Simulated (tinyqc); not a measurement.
Inside a calculation (part 1 of 3). Method: RHF in the sto-3g basis, for H3O+, spin multiplicity 1. Computed by tinyqc, a small Python program that keeps every step (integrals from PySCF). Settings: charge = 1, multiplicity = 1, basis = sto-3g, energy threshold = 1e-10, iteration cap = 80, orthogonalisation = canonical, start = core, DIIS depth = 8, method = RHF. Command: `OMP_NUM_THREADS=1 python tinyqc.py 26746 26747 out.jsonl` (the two numbers bound the seeds that draw the settings). One thread of a shared host (Intel(R) Xeon(R) Processor @ 2.60GHz), about 0.07 s of CPU time with the checks. Later iterations appear only in the table of the cycle.

## One-electron integrals

Geometry (angstrom):
```
atom          x          y         z
O      0.000000   0.000000  0.358000
H      1.079000   0.000000  0.000000
H     -0.540000   0.935000  0.000000
H     -0.540000  -0.935000  0.000000
```

Basis sto-3g: exponents (1/bohr^2) and contraction coefficients of normalised primitives:
```
element  l (shell)    exponent  coefficient
O            s (1)  130.709320     0.154329
O            s (1)   23.808861     0.535328
O            s (1)    6.443608     0.444635
O            s (2)    5.033151    -0.099967
O            s (2)    1.169596     0.399513
O            s (2)    0.380389     0.700115
O            p (3)    5.033151     0.155916
O            p (3)    1.169596     0.607684
O            p (3)    0.380389     0.391957
H            s (1)    3.425251     0.154329
H            s (1)    0.623914     0.535328
H            s (1)    0.168855     0.444635
```

Overlap, kinetic and nuclear-attraction integrals over the contracted functions; the nuclear repulsion is the sum of Za Zb / Rab.

nuclear repulsion = 12.01605051 hartree

overlap S:
```
           1O 1s     1O 2s     1O 2px     1O 2py     1O 2pz      2H 1s      3H 1s      4H 1s
1O 1s   1.000000  0.236704   0.000000   0.000000   0.000000   0.035188   0.035130   0.035130
1O 2s   0.236704  1.000000   0.000000   0.000000   0.000000   0.365037   0.364646   0.364646
1O 2px  0.000000  0.000000   1.000000   0.000000   0.000000   0.309899  -0.154871  -0.154871
1O 2py  0.000000  0.000000   0.000000   1.000000   0.000000   0.000000   0.268156  -0.268156
1O 2pz  0.000000  0.000000   0.000000   0.000000   1.000000  -0.102821  -0.102674  -0.102674
2H 1s   0.035188  0.365037   0.309899   0.000000  -0.102821   1.000000   0.147115   0.147115
3H 1s   0.035130  0.364646  -0.154871   0.268156  -0.102674   0.147115   1.000000   0.147020
4H 1s   0.035130  0.364646  -0.154871  -0.268156  -0.102674   0.147115   0.147020   1.000000
```

kinetic energy T (hartree):
```
            1O 1s      1O 2s     1O 2px     1O 2py     1O 2pz      2H 1s      3H 1s      4H 1s
1O 1s   29.003200  -0.168011   0.000000   0.000000   0.000000  -0.008828  -0.008832  -0.008832
1O 2s   -0.168011   0.808128   0.000000   0.000000   0.000000   0.058687   0.058475   0.058475
1O 2px   0.000000   0.000000   2.528731   0.000000   0.000000   0.157157  -0.078422  -0.078422
1O 2py   0.000000   0.000000   0.000000   2.528731   0.000000   0.000000   0.135786  -0.135786
1O 2pz   0.000000   0.000000   0.000000   0.000000   2.528731  -0.052143  -0.051991  -0.051991
2H 1s   -0.008828   0.058687   0.157157   0.000000  -0.052143   0.760032  -0.007938  -0.007938
3H 1s   -0.008832   0.058475  -0.078422   0.135786  -0.051991  -0.007938   0.760032  -0.007947
4H 1s   -0.008832   0.058475  -0.078422  -0.135786  -0.051991  -0.007938  -0.007947   0.760032
```

nuclear attraction V (hartree):
```
             1O 1s       1O 2s      1O 2px      1O 2py      1O 2pz      2H 1s      3H 1s      4H 1s
1O 1s   -62.014327   -7.513488   -0.000010    0.000000    0.010384  -1.142526  -1.140626  -1.140626
1O 2s    -7.513488  -10.442204   -0.000103    0.000000    0.127707  -2.913001  -2.909308  -2.909308
1O 2px   -0.000010   -0.000103  -10.397777    0.000000    0.000046  -2.178883   1.088594   1.088594
1O 2py    0.000000    0.000000    0.000000  -10.397634    0.000000   0.000000  -1.884901   1.884901
1O 2pz    0.010384    0.127707    0.000046    0.000000  -10.310573   0.753939   0.752686   0.752686
2H 1s    -1.142526   -2.913001   -2.178883    0.000000    0.753939  -5.449397  -0.903087  -0.903087
3H 1s    -1.140626   -2.909308    1.088594   -1.884901    0.752686  -0.903087  -5.447281  -0.902323
4H 1s    -1.140626   -2.909308    1.088594    1.884901    0.752686  -0.903087  -0.902323  -5.447281
```

core Hamiltonian H = T + V (hartree):
```
             1O 1s      1O 2s     1O 2px     1O 2py     1O 2pz      2H 1s      3H 1s      4H 1s
1O 1s   -33.011128  -7.681499  -0.000010   0.000000   0.010384  -1.151354  -1.149458  -1.149458
1O 2s    -7.681499  -9.634076  -0.000103   0.000000   0.127707  -2.854314  -2.850833  -2.850833
1O 2px   -0.000010  -0.000103  -7.869046   0.000000   0.000046  -2.021726   1.010172   1.010172
1O 2py    0.000000   0.000000   0.000000  -7.868903   0.000000   0.000000  -1.749116   1.749116
1O 2pz    0.010384   0.127707   0.000046   0.000000  -7.781842   0.701796   0.700695   0.700695
2H 1s    -1.151354  -2.854314  -2.021726   0.000000   0.701796  -4.689365  -0.911025  -0.911025
3H 1s    -1.149458  -2.850833   1.010172  -1.749116   0.700695  -0.911025  -4.687249  -0.910270
4H 1s    -1.149458  -2.850833   1.010172   1.749116   0.700695  -0.911025  -0.910270  -4.687249
```

## Two-electron integrals

Functions are numbered as in S; the eight-fold symmetry (ij|kl) = (ji|kl) = (kl|ij) leaves the list below.

Two-electron integrals (ij|kl) in chemists' order, unique and non-zero (hartree):
```
(11|11) 4.785065    (21|11) 0.741380    (21|21) 0.136873    (22|11) 1.118947
(22|21) 0.256633    (22|22) 0.817206    (31|31) 0.024477    (32|31) 0.037809
(32|32) 0.180518    (33|11) 1.115814    (33|21) 0.256684    (33|22) 0.817023
(33|33) 0.880159    (41|41) 0.024477    (42|41) 0.037809    (42|42) 0.180518
(43|43) 0.047444    (44|11) 1.115814    (44|21) 0.256684    (44|22) 0.817023
(44|33) 0.785270    (44|44) 0.880159    (51|51) 0.024477    (52|51) 0.037809
(52|52) 0.180518    (53|53) 0.047444    (54|54) 0.047444    (55|11) 1.115814
(55|21) 0.256684    (55|22) 0.817023    (55|33) 0.785270    (55|44) 0.785270
(55|55) 0.880159    (61|11) 0.111507    (61|21) 0.020430    (61|22) 0.038122
(61|31) 0.000885    (61|32) 0.001669    (61|33) 0.038254    (61|44) 0.038047
(61|51) -0.000294   (61|52) -0.000554   (61|53) -0.000069   (61|55) 0.038070
(61|61) 0.003088    (62|11) 0.292910    (62|21) 0.068118    (62|22) 0.242821
(62|31) 0.004858    (62|32) 0.038360    (62|33) 0.249900    (62|44) 0.238536
(62|51) -0.001612   (62|52) -0.012727   (62|53) -0.003771   (62|55) 0.239787
(62|61) 0.010385    (62|62) 0.092121    (63|11) 0.208959    (63|21) 0.049191
(63|22) 0.187213    (63|31) 0.009914    (63|32) 0.068635    (63|33) 0.202756
(63|44) 0.178879    (63|51) -0.001014   (63|52) -0.009203   (63|53) -0.005333
(63|55) 0.179790    (63|61) 0.007803    (63|62) 0.086337    (63|63) 0.092590
(64|41) 0.006859    (64|42) 0.040897    (64|43) 0.007803    (64|54) -0.002589
(64|64) 0.012598    (65|11) -0.069330   (65|21) -0.016321   (65|22) -0.062115
(65|31) -0.001014   (65|32) -0.009203   (65|33) -0.062094   (65|44) -0.059350
(65|51) 0.007195    (65|52) 0.043950    (65|53) 0.008713    (65|55) -0.064830
(65|61) -0.002589   (65|62) -0.028645   (65|63) -0.026540   (65|65) 0.021404
(66|11) 0.456826    (66|21) 0.107940    (66|22) 0.443045    (66|31) 0.009294
(66|32) 0.103164    (66|33) 0.471826    (66|44) 0.425851    (66|51) -0.003083
(66|52) -0.034229   (66|53) -0.015254   (66|55) 0.430912    (66|61) 0.016567
(66|62) 0.219177    (66|63) 0.234427    (66|65) -0.077780   (66|66) 0.774606
(71|11) 0.111322    (71|21) 0.020397    (71|22) 0.038059    (71|31) -0.000442
(71|32) -0.000833   (71|33) 0.038036    (71|41) 0.000765    (71|42) 0.001443
(71|43) -0.000090   (71|44) 0.038139    (71|51) -0.000293   (71|52) -0.000553
(71|53) 0.000034    (71|54) -0.000059   (71|55) 0.038007    (71|61) 0.003032
(71|62) 0.010014    (71|63) 0.007082    (71|64) 0.000260    (71|65) -0.002499
(71|66) 0.015838    (71|71) 0.003078    (72|11) 0.292535    (72|21) 0.068031
(72|22) 0.242525    (72|31) -0.002427   (72|32) -0.019165   (72|33) 0.241084
(72|41) 0.004202    (72|42) 0.033183    (72|43) -0.004917   (72|44) 0.246758
(72|51) -0.001609   (72|52) -0.012705   (72|53) 0.001883    (72|54) -0.003260
(72|55) 0.239492    (72|61) 0.010018    (72|62) 0.071816    (72|63) 0.051606
(72|64) 0.007888    (72|65) -0.021654   (72|66) 0.136285    (72|71) 0.010354
(72|72) 0.091911    (73|11) -0.104399   (73|21) -0.024577   (73|22) -0.093540
(73|31) 0.007612    (73|32) 0.047774    (73|33) -0.098206   (73|41) -0.001322
(73|42) -0.012003   (73|43) 0.008539    (73|44) -0.092476   (73|51) 0.000506
(73|52) 0.004596    (73|53) -0.003270   (73|54) 0.001187    (73|55) -0.089831
(73|61) -0.003319   (73|62) -0.018989   (73|63) -0.004690   (73|64) -0.001602
(73|65) 0.005599    (73|66) -0.028048   (73|71) -0.003892   (73|72) -0.043092
(73|73) 0.032540    (74|11) 0.180766    (74|21) 0.042554    (74|22) 0.161964
(74|31) -0.001322   (74|32) -0.012003   (74|33) 0.156544    (74|41) 0.009138
(74|42) 0.061624    (74|43) -0.006997   (74|44) 0.173619    (74|51) -0.000876
(74|52) -0.007957   (74|53) 0.001187    (74|54) -0.004639   (74|55) 0.155541
(74|61) 0.006267    (74|62) 0.048647    (74|63) 0.034746    (74|64) 0.014456
(74|65) -0.014426   (74|66) 0.093890    (74|71) 0.006739    (74|72) 0.074614
(74|73) -0.034583   (74|74) 0.072447    (75|11) -0.069213   (75|21) -0.016293
(75|22) -0.062014   (75|31) 0.000506    (75|32) 0.004596    (75|33) -0.059939
(75|41) -0.000876   (75|42) -0.007957   (75|43) 0.001187    (75|44) -0.061308
(75|51) 0.007185    (75|52) 0.043888    (75|53) -0.004352   (75|54) 0.007536
(75|55) -0.064723   (75|61) -0.002499   (75|62) -0.021647   (75|63) -0.015283
(75|64) -0.002366   (75|65) 0.015842    (75|66) -0.044635   (75|71) -0.002580
(75|72) -0.028569   (75|73) 0.013242    (75|74) -0.022927   (75|75) 0.021346
(76|11) 0.085748    (76|21) 0.020121    (76|22) 0.077811    (76|31) 0.000564
(76|32) 0.005304    (76|33) 0.077937    (76|41) 0.000977    (76|42) 0.009196
(76|43) 0.000301    (76|44) 0.078287    (76|51) -0.000748   (76|52) -0.007043
(76|53) -0.000793   (76|54) -0.001374   (76|55) 0.077122    (76|61) 0.003030
(76|62) 0.028918    (76|63) 0.025377    (76|64) 0.002970    (76|65) -0.010126
(76|66) 0.071312    (76|71) 0.003025    (76|72) 0.028888    (76|73) -0.010115
(76|74) 0.023444    (76|75) -0.010113   (76|76) 0.011409    (77|11) 0.456570
(77|21) 0.107880    (77|22) 0.442829    (77|31) -0.004644   (77|32) -0.051562
(77|33) 0.437140    (77|41) 0.008041    (77|42) 0.089278    (77|43) -0.019898
(77|44) 0.460102    (77|51) -0.003079   (77|52) -0.034184   (77|53) 0.007619
(77|54) -0.013192   (77|55) 0.430699    (77|61) 0.015855    (77|62) 0.136387
(77|63) 0.095375    (77|64) 0.022686    (77|65) -0.044677   (77|66) 0.281500
(77|71) 0.016530    (77|72) 0.218878    (77|73) -0.117115   (77|74) 0.202782
(77|75) -0.077643   (77|76) 0.071312    (77|77) 0.774606    (81|11) 0.111322
(81|21) 0.020397    (81|22) 0.038059    (81|31) -0.000442   (81|32) -0.000833
(81|33) 0.038036    (81|41) -0.000765   (81|42) -0.001443   (81|43) 0.000090
(81|44) 0.038139    (81|51) -0.000293   (81|52) -0.000553   (81|53) 0.000034
(81|54) 0.000059    (81|55) 0.038007    (81|61) 0.003032    (81|62) 0.010014
(81|63) 0.007082    (81|64) -0.000260   (81|65) -0.002499   (81|66) 0.015838
(81|71) 0.003027    (81|72) 0.010001    (81|73) -0.003764   (81|74) 0.005997
(81|75) -0.002495   (81|76) 0.002944    (81|77) 0.015829    (81|81) 0.003078
(82|11) 0.292535    (82|21) 0.068031    (82|22) 0.242525    (82|31) -0.002427
(82|32) -0.019165   (82|33) 0.241084    (82|41) -0.004202   (82|42) -0.033183
(82|43) 0.004917    (82|44) 0.246758    (82|51) -0.001609   (82|52) -0.012705
(82|53) 0.001883    (82|54) 0.003260    (82|55) 0.239492    (82|61) 0.010018
(82|62) 0.071816    (82|63) 0.051606    (82|64) -0.007888   (82|65) -0.021654
(82|66) 0.136285    (82|71) 0.010001    (82|72) 0.071732    (82|73) -0.032613
(82|74) 0.040712    (82|75) -0.021621   (82|76) 0.023099    (82|77) 0.136236
(82|81) 0.010354    (82|82) 0.091911    (83|11) -0.104399   (83|21) -0.024577
(83|22) -0.093540   (83|31) 0.007612    (83|32) 0.047774    (83|33) -0.098206
(83|41) 0.001322    (83|42) 0.012003    (83|43) -0.008539   (83|44) -0.092476
(83|51) 0.000506    (83|52) 0.004596    (83|53) -0.003270   (83|54) -0.001187
(83|55) -0.089831   (83|61) -0.003319   (83|62) -0.018989   (83|63) -0.004690
(83|64) 0.001602    (83|65) 0.005599    (83|66) -0.028048   (83|71) -0.003764
(83|72) -0.032613   (83|73) 0.024007    (83|74) -0.018163   (83|75) 0.009684
(83|76) -0.007922   (83|77) -0.067295   (83|81) -0.003892   (83|82) -0.043092
(83|83) 0.032540    (84|11) -0.180766   (84|21) -0.042554   (84|22) -0.161964
(84|31) 0.001322    (84|32) 0.012003    (84|33) -0.156544   (84|41) 0.009138
(84|42) 0.061624    (84|43) -0.006997   (84|44) -0.173619   (84|51) 0.000876
(84|52) 0.007957    (84|53) -0.001187   (84|54) -0.004639   (84|55) -0.155541
(84|61) -0.006267   (84|62) -0.048647   (84|63) -0.034746   (84|64) 0.014456
(84|65) 0.014426    (84|66) -0.093890   (84|71) -0.005997   (84|72) -0.040712
(84|73) 0.018163    (84|74) -0.014242   (84|75) 0.012041    (84|76) -0.013714
(84|77) -0.071199   (84|81) -0.006739   (84|82) -0.074614   (84|83) 0.034583
(84|84) 0.072447    (85|11) -0.069213   (85|21) -0.016293   (85|22) -0.062014
(85|31) 0.000506    (85|32) 0.004596    (85|33) -0.059939   (85|41) 0.000876
(85|42) 0.007957    (85|43) -0.001187   (85|44) -0.061308   (85|51) 0.007185
(85|52) 0.043888    (85|53) -0.004352   (85|54) -0.007536   (85|55) -0.064723
(85|61) -0.002499   (85|62) -0.021647   (85|63) -0.015283   (85|64) 0.002366
(85|65) 0.015842    (85|66) -0.044635   (85|71) -0.002495   (85|72) -0.021621
(85|73) 0.009684    (85|74) -0.012041   (85|75) 0.015820    (85|76) -0.007812
(85|77) -0.044614   (85|81) -0.002580   (85|82) -0.028569   (85|83) 0.013242
(85|84) 0.022927    (85|85) 0.021346    (86|11) 0.085748    (86|21) 0.020121
(86|22) 0.077811    (86|31) 0.000564    (86|32) 0.005304    (86|33) 0.077937
(86|41) -0.000977   (86|42) -0.009196   (86|43) -0.000301   (86|44) 0.078287
(86|51) -0.000748   (86|52) -0.007043   (86|53) -0.000793   (86|54) 0.001374
(86|55) 0.077122    (86|61) 0.003030    (86|62) 0.028918    (86|63) 0.025377
(86|64) -0.002970   (86|65) -0.010126   (86|66) 0.071312    (86|71) 0.002944
(86|72) 0.023099    (86|73) -0.007922   (86|74) 0.013714    (86|75) -0.007812
(86|76) 0.009179    (86|77) 0.045768    (86|81) 0.003025    (86|82) 0.028888
(86|83) -0.010115   (86|84) -0.023444   (86|85) -0.010113   (86|86) 0.011409
(87|11) 0.085672    (87|21) 0.020104    (87|22) 0.077746    (87|31) -0.001127
(87|32) -0.010612   (87|33) 0.078397    (87|44) 0.077699    (87|51) -0.000747
(87|52) -0.007035   (87|53) 0.001585    (87|55) 0.077057    (87|61) 0.002946
(87|62) 0.023108    (87|63) 0.015837    (87|65) -0.007817   (87|66) 0.045747
(87|71) 0.003022    (87|72) 0.028866    (87|73) -0.015242   (87|74) 0.020461
(87|75) -0.010105   (87|76) 0.009174    (87|77) 0.071258    (87|81) 0.003022
(87|82) 0.028866    (87|83) -0.015242   (87|84) -0.020461   (87|85) -0.010105
(87|86) 0.009174    (87|87) 0.011394    (88|11) 0.456570    (88|21) 0.107880
(88|22) 0.442829    (88|31) -0.004644   (88|32) -0.051562   (88|33) 0.437140
(88|41) -0.008041   (88|42) -0.089278   (88|43) 0.019898    (88|44) 0.460102
(88|51) -0.003079   (88|52) -0.034184   (88|53) 0.007619    (88|54) 0.013192
(88|55) 0.430699    (88|61) 0.015855    (88|62) 0.136387    (88|63) 0.095375
(88|64) -0.022686   (88|65) -0.044677   (88|66) 0.281500    (88|71) 0.015829
(88|72) 0.136236    (88|73) -0.067295   (88|74) 0.071199    (88|75) -0.044614
(88|76) 0.045768    (88|77) 0.281442    (88|81) 0.016530    (88|82) 0.218878
(88|83) -0.117115   (88|84) -0.202782   (88|85) -0.077643   (88|86) 0.071312
(88|87) 0.071258    (88|88) 0.774606
```

## Orthogonalisation

S = U s U^T; canonical form X = U s^(-1/2), so that X^T S X = 1. Each column of U has its largest component positive (the first on a tie).

eigenvalues of S: 0.437482  0.539878  0.540200  0.936557  1.057622  1.312779  1.312976  1.862505

X:
```
                1          2          3          4          5          6          7          8
1O 1s   -0.385818   0.000918   0.000000  -0.702994   0.633038   0.000000  -0.000088   0.160874
1O 2s    1.140979  -0.001997   0.000000   0.123881   0.210171   0.000000  -0.000145   0.445335
1O 2px   0.001808   0.865944   0.000000   0.000158   0.000012   0.000000   0.673272   0.000167
1O 2py   0.000000   0.000000   0.865705   0.000000   0.000000   0.673313   0.000000   0.000000
1O 2pz  -0.275587   0.000360   0.000000   0.703723   0.673117   0.000000  -0.000031  -0.112976
2H 1s   -0.505063  -0.856337   0.000000   0.144806  -0.125816   0.000000   0.453197   0.316401
3H 1s   -0.502035   0.429590  -0.742199   0.144911  -0.125882   0.392678  -0.226876   0.316096
4H 1s   -0.502035   0.429590   0.742199   0.144911  -0.125882  -0.392678  -0.226876   0.316096
```

## Starting guess

The start is the orbitals of the core Hamiltonian; D = 2 C_occ C_occ^T.

D at the start:
```
            1O 1s      1O 2s     1O 2px     1O 2py     1O 2pz      2H 1s      3H 1s      4H 1s
1O 1s    2.133391  -0.589483  -0.000048   0.000000   0.025980   0.060016   0.059930   0.059930
1O 2s   -0.589483   2.597954   0.000322   0.000000  -0.149520  -0.257723  -0.257334  -0.257334
1O 2px  -0.000048   0.000322   2.246532   0.000000  -0.000118  -0.333343   0.166540   0.166540
1O 2py   0.000000   0.000000   0.000000   2.246134   0.000000   0.000000  -0.288338   0.288338
1O 2pz   0.025980  -0.149520  -0.000118   0.000000   2.045180   0.093145   0.092964   0.092964
2H 1s    0.060016  -0.257723  -0.333343   0.000000   0.093145   0.078031   0.003821   0.003821
3H 1s    0.059930  -0.257334   0.166540  -0.288338   0.092964   0.003821   0.077856   0.003827
4H 1s    0.059930  -0.257334   0.166540   0.288338   0.092964   0.003821   0.003827   0.077856
```
